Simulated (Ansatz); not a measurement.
Two structures of CH$_{5}$AlO, singlet, reached by relaxing down either side of one saddle point (PBE0-D4/def2-TZVP). Energies are electronic, without zero-point energy. Program: Ansatz 0.2.0. Basis: def2-TZVPP and def2-QZVPP. Cores are frozen in the correlated methods. Extrapolation: Hartree–Fock as exp(−7.88 √X), correlation as X^−2.97. First:

Al1  (-1.200, 0.210, -0.571)
H2  (-1.436, -0.760, 0.691)
H3  (-1.220, -0.451, -2.022)
H4  (-1.606, 1.743, -0.407)
O5  (0.784, 0.358, -0.299)
C6  (1.377, -0.199, 0.598)
H7  (2.464, -0.074, 0.688)
H8  (0.837, -0.827, 1.321)
(Å)

Second:

| atom | x (Å) | y (Å) | z (Å) |
| --- | --- | --- | --- |
| Al1 | -1.0769 | 0.6454 | -0.9614 |
| H2 | 0.5215 | -1.1714 | 1.6108 |
| H3 | -0.6326 | -0.1319 | -2.2698 |
| H4 | -2.2552 | 1.6905 | -0.8861 |
| O5 | -0.2448 | 0.3542 | 0.4758 |
| C6 | 0.8275 | -0.4694 | 0.8281 |
| H7 | 1.2092 | -1.0516 | -0.0206 |
| H8 | 1.6513 | 0.1342 | 1.2232 |

Which bonds change from the first to the second?

CH₂O ([CH2][O]) + AlH₃ → CH₅AlO ([CH3][O][AlH2]); bonds formed: H2–C6; dative contacts that become bonds: Al1–O5; bonds broken: Al1–H2.

Give the saddle point's structure and its height above each. (An estimate is asked for; the value comes from the calculation.)

The calculation gives: 44.9 kJ/mol above the first and 205.6 kJ/mol above the second (CCSD(T) at an estimated basis limit (MP2 extrapolated from triple and quadruple zeta, plus CCSD(T) − MP2 in triple zeta)).
Al1  (-1.041, 0.159, -0.577)
H2  (-0.908, -1.042, 0.527)
H3  (-1.198, -0.354, -2.069)
H4  (-1.659, 1.508, -0.007)
O5  (0.953, 0.452, -0.528)
C6  (1.186, -0.091, 0.550)
H7  (1.937, -0.889, 0.619)
H8  (0.729, 0.256, 1.486)
(Å)

No T1 diagnostic of these runs exceeds 0.019.

Labels in which every atom is bracketed show which atoms are joined, not bond orders.

For scale, one of the runs: CCSD(T)/def2-TZVPP, 174 basis functions, launched by `ansatz run in.yaml --threads 2 --pin off --events-out ev --progress --plain --max-ram 4352MiB`. Hardware: 2 CPU threads of an Arm Neoverse V1, shared host. Wall time 27 s; peak host memory 1.5 GiB.
